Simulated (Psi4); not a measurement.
# AlH (SMILES [AlH]) at DSD-PBEP86/def2-TZVPPD (density fitting for correlation)

What is the vertical ionisation energy of AlH at DSD-PBEP86/def2-TZVPPD (density fitting for correlation)? 

The calculation is run with Psi4 1.11.

1 further run of the same task is left out (set aside as unsound or not needed).

## (1) The structure to begin with

The species is AlH (2 atoms), meant as a singlet with charge 0. SMILES: `[AlH]`. The coordinates come from a PBE0-D4/def2-TZVP relaxation.

Bond lengths: Al1–H2 1.665 Å.

## (2) The energy at DSD-PBEP86/def2-TZVPPD (density fitting for correlation)

Contents of run.py:

```python
import psi4

psi4.set_memory('2200 MB')
psi4.set_num_threads(1)
psi4.set_output_file('psi4.out', False)

m = psi4.geometry("""
0 1
Al
H 1 1.66475
symmetry c1
no_reorient
no_com
""")

options = {'puream': True, 'e_convergence': 1e-09, 'd_convergence': 1e-08, 'scf_type': 'pk', 'dft_radial_points': 99, 'dft_spherical_points': 590, 'num_frozen_docc': 5}
psi4.set_options(options)

e = psi4.energy('dsd-pbep86/def2-TZVPPD')
print(f'total energy {e:.8f} hartree = {e * 27.211386:.5f} eV')
for k, v in sorted(psi4.core.scalar_variables().items()):
    print(f'{k:45s} {v:18.10f}')
```

The run is started by

```bash
$ python run.py
```

psi4.out:

```text
[...]
  Running in c1 symmetry.
[...]
  Nuclear repulsion =    4.132334427817991
[...]
  Multiplicity = 1
[...]
  Nalpha       = 7
  Nbeta        = 7
[...]
    Number of basis functions: 65
[...]
   @RKS iter   1:  -242.66101913316132   -4.84322e-01   2.24158e-03 ADIIS/DIIS
[...]
   @RKS iter   8:  -242.66653515179402   -6.46878e-11   8.83038e-09 DIIS
[...]
    Orbital Energies [Eh]
    ---------------------
    Doubly Occupied:
       1A    -57.631635     2A     -4.640922     3A     -3.032509
       4A     -3.032509     5A     -3.029127     6A     -0.452966
       7A     -0.264958
[...]
  @RKS Final Energy:  -242.66653515179402
   => Energetics <=
    Nuclear Repulsion Energy =              4.1323344278179910
    One-Electron Energy =                -345.6115424695478850
    Two-Electron Energy =                 104.1840303108645571
    DFT Exchange-Correlation Energy =      -5.3713574209286552
    Empirical Dispersion Energy =           0.0000000000000000
    VV10 Nonlocal Energy =                  0.0000000000000000
    Total Energy =                       -242.6665351517940223
[...]
 Multipole Moments:
 ------------------------------------------------------------------------------------
     Multipole            Electronic (a.u.)      Nuclear  (a.u.)        Total (a.u.)
 ------------------------------------------------------------------------------------
 L = 1.  Multiply by 2.5417464519 to convert [e a0] to [Debye]
 Dipole X            :          0.0000000            0.0000000            0.0000000
 Dipole Y            :         -0.0000000            0.0000000           -0.0000000
 Dipole Z            :         -1.5776224            1.5600499           -0.0175725
 Magnitude           :                                                    0.0175725
[...]
```

Standard output:

```text
total energy -242.70240857 hartree = -6604.26892 eV
CURRENT ENERGY                                   -242.7024085698
CURRENT REFERENCE ENERGY                         -242.6665351518
DD SOLVATION ENERGY                                 0.0000000000
DFT FUNCTIONAL TOTAL ENERGY                      -242.6665351518
DFT TOTAL ENERGY                                 -242.7024085698
DFT VV10 ENERGY                                     0.0000000000
DFT XC ENERGY                                      -5.3713574209
DOUBLE-HYBRID CORRECTION ENERGY                    -0.0358734180
DSD-PBEP86 DOUBLE-HYBRID CORRECTION ENERGY         -0.0358734180
DSD-PBEP86 TOTAL ENERGY                          -242.7024085698
GRID ELECTRONS ALPHA                                6.9999999963
GRID ELECTRONS BETA                                 6.9999999963
GRID ELECTRONS TOTAL                               13.9999999926
NUCLEAR REPULSION ENERGY                            4.1323344278
ONE-ELECTRON ENERGY                              -345.6115424695
PCM POLARIZATION ENERGY                             0.0000000000
PE ENERGY                                           0.0000000000
SCF ITERATION ENERGY                             -242.6665351518
SCF ITERATIONS                                      8.0000000000
SCF TOTAL ENERGY                                 -242.6665351518
TWO-ELECTRON ENERGY                               104.1840303109
XC GRID RADIAL POINTS                              99.0000000000
XC GRID SPHERICAL POINTS                          590.0000000000
XC GRID TOTAL POINTS                           113074.0000000000
```

Wall time 5.1 s (1 thread of Intel Xeon Platinum 8259CL at 2.50GHz (Skylake/Cascade Lake), shared host); peak memory 0.44 GiB.

## (3) The doublet cation at the same level

Contents of run.py:

```python
import psi4

psi4.set_memory(2200000000)
psi4.set_num_threads(1)
psi4.set_output_file('run.log', False)

molecule = psi4.geometry("""
1 2
Al     0.00000000     0.00000000    -0.04845258
H      0.00000000     0.00000000     3.09746899
units bohr
symmetry c1
""")

options = {'basis': 'def2-TZVPPD', 'reference': 'uks', 'puream': True, 'e_convergence': 1e-09, 'd_convergence': 1e-08, 'scf_type': 'pk', 'dft_radial_points': 99, 'dft_spherical_points': 590, 'num_frozen_docc': 5, 'maxiter': 100}
psi4.set_options(options)

result, w = psi4.energy('dsd-pbep86', return_wfn=True)
print(f'total energy {result:.8f} hartree = {result * 27.211386:.5f} eV')
```

The run is started by

```bash
$ python run.py
```

run.log:

```text
[...]
  Running in c1 symmetry.
[...]
  Nuclear repulsion =    4.132334424344851
[...]
  Multiplicity = 2
[...]
  Nalpha       = 7
  Nbeta        = 6
[...]
    Number of basis functions: 65
[...]
   @UKS iter   1:  -242.35658632996399   -1.79889e-01   2.40542e-03 DIIS/ADIIS
[...]
   @UKS iter  11:  -242.38305825380093   -6.05382e-12   3.72800e-09 DIIS
[...]
   @S^2 Observed:                7.742900755E-01
[...]
    Orbital Energies [Eh]
    ---------------------
    Alpha Occupied:
       1A    -57.960106     2A     -4.966126     3A     -3.356406
       4A     -3.355983     5A     -3.355983     6A     -0.756526
       7A     -0.584448
    Alpha Virtual:
       8A     -0.247670     9A     -0.247670    10A     -0.129415
      11A     -0.106190    12A     -0.068513    13A     -0.068513
      14A     -0.060689    15A     -0.060689    16A     -0.027848
      17A      0.011861    18A      0.059377    19A      0.059377
      20A      0.073056    21A      0.073056    22A      0.097298
      23A      0.097298    24A      0.104735    25A      0.145212
[...]
  @UKS Final Energy:  -242.38305825380093
   => Energetics <=
    Nuclear Repulsion Energy =              4.1323344243448510
    One-Electron Energy =                -341.2826344803474399
    Two-Electron Energy =                 100.0670671795143392
    DFT Exchange-Correlation Energy =      -5.2998253773126676
    Empirical Dispersion Energy =           0.0000000000000000
    VV10 Nonlocal Energy =                  0.0000000000000000
    Total Energy =                       -242.3830582538009253
[...]
 Multipole Moments:
 ------------------------------------------------------------------------------------
     Multipole            Electronic (a.u.)      Nuclear  (a.u.)        Total (a.u.)
 ------------------------------------------------------------------------------------
 L = 1.  Multiply by 2.5417464519 to convert [e a0] to [Debye]
 Dipole X            :         -0.0000000            0.0000000           -0.0000000
 Dipole Y            :          0.0000000            0.0000000            0.0000000
 Dipole Z            :         -1.7221108            1.5600499           -0.1620609
 Magnitude           :                                                    0.1620609
[...]
```

On the terminal:

```text
total energy -242.40256224 hartree = -6596.10969 eV
```

Wall time 7.5 s (1 thread of Intel Xeon Platinum 8259CL at 2.50GHz (Skylake/Cascade Lake), shared host); peak memory 0.44 GiB.

## (4) Summary of results

Level: DSD-PBEP86/def2-TZVPPD (density fitting for correlation), 5 core orbitals frozen.

```
                                                                quantity          value
                                               singlet AlH: total energy  -242.70241 Eh
                          singlet AlH: HOMO energy (SCF part's orbitals)       -7.21 eV
                          singlet AlH: LUMO energy (SCF part's orbitals)       -0.22 eV
                        singlet AlH: HOMO–LUMO gap (SCF part's orbitals)        6.99 eV
                                            doublet cation: total energy  -242.40256 Eh
doublet cation: HOMO energy (SCF part's orbitals) (highest over α and β)      -15.90 eV
 doublet cation: LUMO energy (SCF part's orbitals) (lowest over α and β)       -8.26 eV
                                                    doublet cation: ⟨S²⟩          0.774
                      vertical ionisation energy (to the doublet cation)       8.159 eV
```

**Reading.** Removing an electron at fixed nuclei costs 8.16 eV (188 kcal/mol). −ε(HOMO) before ionisation, 7.21 eV, is 0.95 eV below this ionisation energy.
